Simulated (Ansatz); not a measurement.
# CAlN: the cost of one run

Computed with Ansatz 0.2.0, Gaussian basis. Level: def2-QZVPP, core rule «outside noble gas», up to 7 orbitals frozen.

The runs, in order: UHF; ROHF; CCSD(T) on UHF.

2 further runs of the same task are left out: 2 set aside as unsound or not needed.

**1. The geometry**

The geometry is a PBE0/def2-TZVP stationary point (not a proven minimum) of the parent state, kept for this charge and spin.

3 atoms, charge 1, spin multiplicity 2.

Atoms are counted from 1 here; the program's logs count them from 0.

Bond lengths: Al1–N2 1.858 Å, N2–C3 1.176 Å. Angles: Al1–N2–C3 180.0°.

**2. UHF**

Contents of in.yaml:

```yaml
crystal:
  periodic: [false, false, false]
  atoms:
    - {symbol: Al, position_ang: [0.000000, 0.000000, -1.630567]}
    - {symbol: N, position_ang: [0.000000, 0.000000, 0.227233]}
    - {symbol: C, position_ang: [0.000000, 0.000000, 1.403333]}
basis:
  gaussian: {orbitals: "def2-QZVPP.json"}
total_charge: 1
magnetization: {spin_polarized: true, initial_magnetization: 1}
hamiltonian: {xc: hf}
output: {orbitals: {seedname: orbitals}}
```

Started as:

```bash
> ansatz run in.yaml --threads 1 --pin off --events-out ev --progress --plain --max-ram 4096MiB --backend cpu
```

**Question.** How long does this run take on 1 thread of AMD EPYC 7R13, shared host, and how much memory does it need?

About 6 s, with a peak of 0.33 GiB.
